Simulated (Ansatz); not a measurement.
Cost and result for the atomization energy of `C=C(N)NC` (13 atoms, 12 bonds).

```xyz
13

C     0.819    1.209   -1.199
C     0.019    0.583   -0.322
N    -1.369    0.572   -0.409
N     0.496   -0.127    0.775
C     0.040   -1.491    0.978
H     0.416    1.885   -1.940
H     1.889    1.055   -1.181
H    -1.726    1.156   -1.148
H    -1.826    0.759    0.473
H     1.500   -0.048    0.835
H     0.463   -1.869    1.910
H     0.324   -2.168    0.160
H    -1.045   -1.517    1.068
```

Total charge 0; spin multiplicity 1. All single points use the PBE0-D4/def2-TZVP geometry. It is one conformer, not always the lowest. Program: Ansatz. All runs use 4 threads of an AMD EPYC 7B13 on a shared host. Times are those of one run each, without the atoms' runs, and a repeat can differ threefold. Electronic energies, without spin–orbit coupling; frozen cores. CCSD(T)/CBS adds CCSD(T) − MP2 in def2-TZVPP to the MP2 limit, and its time is that of the two runs behind it. T1 = 0.011. B3LYP takes the VWN-RPA correlation (the form of Gaussian; ORCA's B3LYP/G).

CCSD(T)/CBS is a level of theory with its own doubt, some kJ/mol a heavy atom from the limit and from the frozen cores, so smaller differences don't rank the functionals.

```json
{"level": "PBE-D4/def2-TZVPP (with forces)", "functions": "267", "wall time": "2.2 s", "atomization (kcal/mol)": "1236.8", "difference from CCSD(T)/CBS": "38.7", "per bond": "3.2"}
{"level": "PBE0-D4/def2-TZVPP", "functions": "267", "wall time": "2.3 s", "atomization (kcal/mol)": "1210.4", "difference from CCSD(T)/CBS": "12.3", "per bond": "1.0"}
{"level": "r2SCAN-D4/def2-TZVPP (with forces)", "functions": "267", "wall time": "3.4 s", "atomization (kcal/mol)": "1200.0", "difference from CCSD(T)/CBS": "1.9", "per bond": "0.2"}
{"level": "B3LYP-D4/def2-TZVPP (with forces)", "functions": "267", "wall time": "3.4 s", "atomization (kcal/mol)": "1208.0", "difference from CCSD(T)/CBS": "9.9", "per bond": "0.8"}
{"level": "B2PLYP/def2-TZVPP", "functions": "267", "wall time": "4.4 s", "atomization (kcal/mol)": "1191.0", "difference from CCSD(T)/CBS": "-7.1", "per bond": "-0.6"}
{"level": "ωB97X-V/def2-TZVPP", "functions": "267", "wall time": "5.5 s", "atomization (kcal/mol)": "1204.1", "difference from CCSD(T)/CBS": "6.0", "per bond": "0.5"}
{"level": "ωB97M-V/def2-TZVPP (with forces)", "functions": "267", "wall time": "7.5 s", "atomization (kcal/mol)": "1206.1", "difference from CCSD(T)/CBS": "8.0", "per bond": "0.7"}
{"level": "MP2/def2-QZVPP", "functions": "525", "wall time": "20 s", "atomization (kcal/mol)": "1200.4", "difference from CCSD(T)/CBS": "2.3", "per bond": "0.2"}
{"level": "CCSD(T)/def2-TZVPP", "functions": "267", "wall time": "2.2 min", "atomization (kcal/mol)": "1164.7", "difference from CCSD(T)/CBS": "-33.4", "per bond": "-2.8"}
{"level": "CCSD(T)/CBS(def2)", "functions": "–", "wall time": "2.5 min", "atomization (kcal/mol)": "1198.1", "difference from CCSD(T)/CBS": "0.0", "per bond": "0.0"}
```

In def2-TZVPP, CCSD(T) changes the Hartree–Fock value by +321.7 kcal/mol (the triples alone add +18.9 kcal/mol) and MP2 by +337.6 kcal/mol; breaking electron pairs costs correlation energy, which Hartree–Fock lacks. From PBE to PBE0 (25 % exact exchange), in def2-TZVPP and without D4, the atomization energy moves by −25.6 kcal/mol: exact exchange takes away binding that semilocal exchange gives to molecules. The D4 term adds +8.6 kcal/mol with B3LYP and +4.5 kcal/mol with PBE0; it sums over pairs of atoms, weighted by their polarisabilities, and B3LYP, whose exchange is more repulsive, gets the larger term.
